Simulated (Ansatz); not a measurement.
# PH (SMILES [PH]): U-wB97X/cc-pVDZ

Aim: the energy change on altering one bond length of PH at U-wB97X/cc-pVDZ, from 2 runs. 

Program for the calculation: Ansatz 0.2.0.

57 further runs of the same task are left out: 57 set aside as unsound or not needed.

## (1) The molecule

PH: 2 atoms, total charge 0, spin state triplet. SMILES: `[PH]`. Geometry: relaxed at GFN2-xTB.

Bond lengths: P1–H2 1.399 Å.

## (2) The energy at U-wB97X/cc-pVDZ

Contents of molecule.yaml:

```yaml
crystal:
  periodic: [false, false, false]
  atoms:
    - symbol: P
      position_ang: [0.000000, 0.000000, 0.000000]
    - symbol: H
      position_ang: [0.000000, 0.000000, 1.399070]
basis:
  gaussian:
    orbitals: cc-pVDZ
magnetization:
  spin_polarized: true
  initial_magnetization: 2
hamiltonian:
  xc: {name: wB97X}
accuracy: high
```

Started as:

```bash
ansatz run molecule.yaml --threads 1 --pin off --max-ram 2610MiB --events-out events.jsonl --progress --plain --runs-dir runs
```

Output:

```text
Warning: RAYON_NUM_THREADS=1 ignored (pool sized by the plan → 1); use --threads N
Functional definition: wB97X
  name "wB97X"
  parameter omega = 0.3/bohr
  parameter cx = 0.157706
  parameter cx1 = 0.726479
  parameter cx2 = 1.04760
  parameter cx3 = -5.70635
  parameter cx4 = 13.2794
  parameter css1 = -4.33879
  parameter css2 = 18.2308
  parameter css3 = -31.7430
  parameter css4 = 17.2901
  parameter cos1 = 2.37031
  parameter cos2 = -11.3995
  parameter cos3 = 6.58405
  parameter cos4 = -3.78132
  exchange = spin_sum(e_x_unif_sr(omega)*poly(b97_u_x, 1 - cx, cx1, cx2, cx3, cx4)) + cx*exact_x_sr(omega)
      + exact_x_lr(omega)
  correlation = spin_sum(e_c_pw_same_spin*poly(b97_u_same, 1, css1, css2, css3, css4))
      + integral(e_c_pw_opposite_spin*poly(b97_u_opposite, 1, cos1, cos2, cos3, cos4))
414 factors; integrals over basis functions are off by at most 2.8e-9 eV
131 factors; integrals over basis functions are off by at most 1.5e-9 eV
mean field evaluation 1: about -9302.5759 eV, gradient 3.1e0 eV
mean field evaluation 2: about -9302.6683 eV, gradient 9.1e-1 eV
mean field evaluation 4: about -9302.6801 eV, gradient 2.5e-1 eV
mean field evaluation 8: about -9302.6810 eV, gradient 5.7e-3 eV
mean field evaluation 16: about -9302.6810 eV, gradient 9.0e-8 eV
mean field -9302.68102583 eV, -341.8672221155 hartree, gradient 8.9e-8 eV, S^2 2.006459; 0 other end points of the search recorded, 0 dependent functions left out
reference -9302.68102492 eV, -341.8672220820 hartree; 9, 7 occupied and 14, 16 virtual orbitals, 414 factors
Total energy: -9302.68102492 eV, -341.8672220820 hartree
```

Wall time 4.2 s (1 thread of Arm Neoverse V1, shared host); peak memory 0.22 GiB.

## (3) The distorted shape at the same level

Contents of molecule.yaml:

```yaml
crystal:
  periodic: [false, false, false]
  atoms:
    - symbol: P
      position_ang: [0.000000, 0.000000, -0.349730]
    - symbol: H
      position_ang: [0.000000, 0.000000, 1.399070]
basis:
  gaussian: {orbitals: cc-pVDZ}
magnetization: {spin_polarized: true, initial_magnetization: 2}
hamiltonian: {xc: {name: wB97X}}
accuracy: high
```

Started as:

```bash
ansatz run molecule.yaml --threads 1 --pin off --max-ram 2610MiB --events-out events.jsonl --progress --plain --runs-dir runs
```

Output, cut to the lines that bear on the results:

```text
Warning: RAYON_NUM_THREADS=1 ignored (pool sized by the plan → 1); use --threads N
Functional definition: wB97X
  name "wB97X"
[...]
      + exact_x_lr(omega)
[...]
      + integral(e_c_pw_opposite_spin*poly(b97_u_opposite, 1, cos1, cos2, cos3, cos4))
410 factors; integrals over basis functions are off by at most 2.8e-9 eV
132 factors; integrals over basis functions are off by at most 2.4e-9 eV
[...]
mean field -9302.06126173 eV, -341.8444462050 hartree, gradient 5.0e-8 eV, S^2 2.009053; 0 other end points of the search recorded, 0 dependent functions left out
reference -9302.06126073 eV, -341.8444461682 hartree; 9, 7 occupied and 14, 16 virtual orbitals, 410 factors
Total energy: -9302.06126073 eV, -341.8444461682 hartree
```

It took 4.8 s on 1 thread of Arm Neoverse V1, shared host; peak memory 0.22 GiB.

## (4) What came out

Level: U-wB97X/cc-pVDZ.

```
                                                         quantity          value
                                        first shape: total energy  -341.86722 Eh
                                                first shape: ⟨S²⟩          2.006
                                    distorted shape: total energy  -341.84445 Eh
                                            distorted shape: ⟨S²⟩          2.009
energy change with the P1–H2 bond stretched from 1.399 to 1.749 Å       0.620 eV
```

What this shows: With the P1–H2 bond stretched from 1.399 to 1.749 Å the energy rises by 0.62 eV (14.3 kcal/mol). The first shape isn't relaxed at this level, so the change isn't measured from a minimum.
